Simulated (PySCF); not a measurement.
# Unknowns

[PySCF 2.14: couplings computed with B3LYP/pcJ-1 (spin–dipole term left out of most H,H and C,H couplings); GIAO PBE0/pcSseg-1 shieldings; PBE0-D3(BJ)/def2-SVP structure; gas phase; a single conformation; no relativistic terms; equivalent nuclei averaged]

References, each an isolated molecule treated in the same way: $^{1}$H (σref 31.27), $^{13}$C (σref 184.41) vs TMS. Multiplet labels drop J under 1 Hz and among equivalent protons, and merge close values. Unscaled 3J(H,H) run several per cent high. Shifts are as computed. Against solution values, carbons near 30 ppm lie about +2 ppm off and those near 130 ppm about +5 ppm. Of 1211 compounds with measured shifts, 218 miss one by over three times the rms of a fit or turn the order of signals round; such compounds aren't used in these exercises.

(1) C₄H₅NO. $^{1}$H NMR (400 MHz, computed): δ 8.12 (q, J = 1.4 Hz, 1H), 8.00 (s, 1H), 2.14 (d, J = 1.4 Hz, 3H). $^{13}$C{$^{1}$H} NMR (computed): δ 159.5 (CH), 154.6 (CH), 118.4 (C), 8.6 (CH3). Identify the compound.

(2) C₄H₅NO. $^{1}$H NMR (300 MHz, computed): δ 8.27 (d, J = 2.0 Hz, 1H), 6.22 (d, J = 2.0 Hz, 1H), 2.39 (s, 3H). $^{13}$C{$^{1}$H} NMR (computed): δ 163.2 (CH), 161.7 (C), 109.0 (CH), 13.1 (CH3). Identify the compound.

## Answers

(1) `c1c(C)con1`. Rings plus π bonds: 3 (1 ring in the answer). 4 carbon signals for 4 carbons: no two carbons are equivalent. Carbon types of the structure: 1 × C, 2 × CH, 1 × CH3, which accounts for all hydrogens. δC 159.5: aromatic CH next to the ring oxygen. δC 154.6: aromatic CH next to a ring nitrogen; the adjacent pyridine-type nitrogen withdraws density from it. δC 118.4: substituted aromatic carbon. δH 8.12: hydrogen on an aromatic CH next to the ring oxygen; the ring current deshields protons in the ring plane.

The shifts were computed for this structure.

(2) 3-methylisoxazole (o1ccc(C)n1). The formula gives 3 degrees of unsaturation (1 ring in the answer). 4 carbon signals for 4 carbons: no two carbons are equivalent. Carbon types of the structure: 1 × C, 2 × CH, 1 × CH3, which accounts for all hydrogens. δC 163.2: aromatic CH next to the ring oxygen. δC 161.7: substituted aromatic carbon next to a ring nitrogen. δC 109.0: aromatic CH. δH 8.27: hydrogen on an aromatic CH next to the ring oxygen; ring-current deshielding.

This is the structure that produced the data.
